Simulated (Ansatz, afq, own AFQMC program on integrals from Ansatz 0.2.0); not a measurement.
Integrals from Ansatz 0.2.0, then the random walk in our own AFQMC program (afq).

```yaml
crystal:
  periodic: [false, false, false]
  atoms:
    - {symbol: Al, position_ang: [0.000000, 0.032676, 0.636525]}
    - {symbol: N, position_ang: [0.000000, -0.106661, -1.095305]}
    - {symbol: H, position_ang: [0.000000, 0.607486, -1.818390]}
basis:
  gaussian: {orbitals: cc-pVDZ}
total_charge: 1
magnetization: {spin_polarized: true, initial_magnetization: 2}
correlation: {method: ccsd_t, electrons: outside_noble_gas, hamiltonian_folder: ham}
```

```sh
$ ansatz run in.yaml --threads 1 --pin off --events-out ev --progress --plain --max-ram 16896MiB --backend cuda --devices 0, --max-vram 18GiB
```

afq runs on the folder ham with

```
--method phaseless --trial cisd --walkers 4000 --populations 20 --least-time 60 --time-step 0.005 --steps-per-block 50 --equilibration-blocks 28 --max-blocks 4000 --target-error 0.00017 --factor-cut 1e-05 --start spin_pure --seed 349 --release-times 0.24,0.51,0.99,1.62,2.4 --release-step 0.03 --release-every 3 --taylor-order 6
```

Times are imaginary, in 1/Eh. The walk had a cap of 122 s. With eight or more populations the least sampling time is a fifth of least-time, and the error comes from their spread.

Log:

```
orbitals 31  electrons 5 3  factors 227 of 362
reference energy -296.62792435 Eh
CCSD correlation -0.17640233 Eh in 15 cycles, weight of the determinant in the CISD state 0.9086
energy of the start -296.803335 Eh
 block  time / (1/Eh)  mean weight  energy / Eh
     1     0.250  1.0001  -296.803057
     2     0.500  1.0000  -296.804820
     3     0.750  0.9999  -296.806556
     4     1.000  1.0000  -296.807545
     5     1.250  1.0000  -296.808059
     8     2.000  1.0002  -296.809022
    11     2.750  0.9997  -296.809276
    14     3.500  0.9999  -296.809959
    17     4.250  0.9998  -296.810447
    20     5.000  1.0000  -296.809999
    23     5.750  1.0000  -296.810396
    26     6.500  1.0000  -296.810659
    29     7.250  0.9999  -296.810304
    32     8.000  0.9999  -296.811596
    35     8.750  0.9999  -296.810959
    38     9.500  1.0000  -296.810443
    41    10.250  0.9995  -296.809449
    44    11.000  1.0001  -296.810397
    47    11.750  1.0001  -296.810783
    50    12.500  1.0000  -296.810613
    53    13.250  1.0000  -296.810304
    56    14.000  0.9999  -296.810574
    59    14.750  0.9996  -296.810619
    62    15.500  1.0000  -296.809784
    65    16.250  1.0001  -296.809951
    68    17.000  1.0002  -296.810569
    71    17.750  1.0003  -296.810674
    74    18.500  0.9998  -296.809781
    77    19.250  1.0003  -296.810374
    78    19.500  0.9993  -296.810639
error from the spread of 20 populations
released: time / (1/Eh)  energy / Eh  error  mean overlap
  0.24  -296.810419  0.000082  0.9992
  0.51  -296.810603  0.000060  0.9979
  0.99  -296.810706  0.000070  0.9939
  1.62  -296.810860  0.000094  0.9908
  2.40  -296.811217  0.000096  0.9865
energy -296.810341 +/- 0.000088 Eh
(rows thinned)
```

The run passed its tests (sampling time, drift between the halves within three errors, error under three times the target), which doesn't prove that it has relaxed. The second half of the sampling lies above the first by 2.5 errors of their difference, so the energy may still be moving and its error bar be too small.

Against this walk (error 2.4 meV) on the same determinant: CCSD(T) 22.6 meV higher, CCSDT(Q) 18.2 meV lower, CCSDTQ 16.3 meV lower. The error is statistical and leaves out the bias of the constraint. The released energies are still falling (meV from the phaseless value at times in 1/Eh: -2.1 ± 2.2 at 0.24, -7.1 ± 1.6 at 0.51, -9.9 ± 1.9 at 0.99, -14 ± 3 at 1.62, -24 ± 3 at 2.40), so they give no level; they do show a bias of the constraint, and the last of them that isn't too noisy lies 8 meV below CCSDTQ.

Cautions: constraint bias not in the error.

The walk took 36 s on 1 × NVIDIA H100 80GB HBM3 with 2 threads of AMD EPYC 7R13 Processor (Zen 3), with other jobs on the host (the card was shared). The log's last line is the phaseless energy.

CCSDT and higher add their correlation energy to the determinant of the CCSD(T) run, since their own runs factorise the integrals more tightly (a shift of under 2 meV). A walk keeps the symmetry of its determinant, which the program's search chose and which needn't be the lowest solution, so a lower state of the same spin and another symmetry isn't excluded.
